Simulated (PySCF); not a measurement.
Compound: phosphorus trifluoride, PF3.
Atom-mapped SMILES: `[F:1][P:2]([F:3])[F:4]`

Computed by this run: PBE0-D3(BJ)/def2-SVP geometry optimisation, gas phase (PySCF 2.14.0); density fitting, grid level 1; the optimiser is geomeTRIC in internal coordinates, started from a GFN2-xTB structure with every atom displaced at random (about 0.01 Å).

Step 0: E = -17420.8972 eV
```
atom  x, y, z in Å  |  force x, y, z in eV/Å
F1     -0.8034   -1.0436   -0.3869   -0.455  -0.330   0.346
P2      0.0069   -0.1148    0.6252    0.045   0.157  -1.156
F3      1.3155   -0.1373   -0.2761    0.860  -0.203   0.358
F4     -0.4810    1.2677    0.0028   -0.450   0.376   0.452
```

Step 1: E = -17420.9721 eV
```
atom  x, y, z in Å  |  force x, y, z in eV/Å
F1     -0.8541   -1.0591   -0.3696    0.075  -0.004  -0.201
P2      0.0200   -0.1131    0.5660    0.158   0.284   0.251
F3      1.3974   -0.1497   -0.2540   -0.363   0.004  -0.022
F4     -0.5254    1.2939    0.0226    0.130  -0.285  -0.028
```

Step 2: E = -17420.9781 eV
```
atom  x, y, z in Å  |  force x, y, z in eV/Å
F1     -0.8337   -1.0475   -0.3774   -0.088  -0.144   0.042
P2      0.0184   -0.1112    0.5902    0.065   0.167  -0.330
F3      1.3687   -0.1505   -0.2627    0.044  -0.024   0.144
F4     -0.5154    1.2811    0.0148   -0.022   0.001   0.145
```

**Question.** Estimate the geometry and energy of step 3. (The exact step hangs on the optimiser's Hessian estimate; all steps are aligned on step 2, rigid shifts and turns removed.)

**Answer.** E = -17420.9817 eV, largest force 0.073 eV/Å
```
atom  x, y, z in Å  |  force x, y, z in eV/Å
F1     -0.8384   -1.0553   -0.3754   -0.013  -0.026  -0.017
P2      0.0185   -0.1083    0.5798    0.036   0.057  -0.027
F3      1.3762   -0.1525   -0.2595   -0.024   0.010   0.029
F4     -0.5182    1.2882    0.0200    0.001  -0.042   0.015
```

The energy changes by -0.0037 eV. The first-order estimate −F·Δx gives -0.0072 eV and the mean of the old and new forces, exact on a quadratic surface, -0.0038 eV. The step makes an angle of 35° with the force vector and moves no atom by more than 0.011 Å.

The cost below is that of the whole optimisation. Hardware: one thread, Intel Xeon Platinum 8488C (x86_64), on a shared host. Cost: 4.5 s wall, 0.28 GiB resident at most.
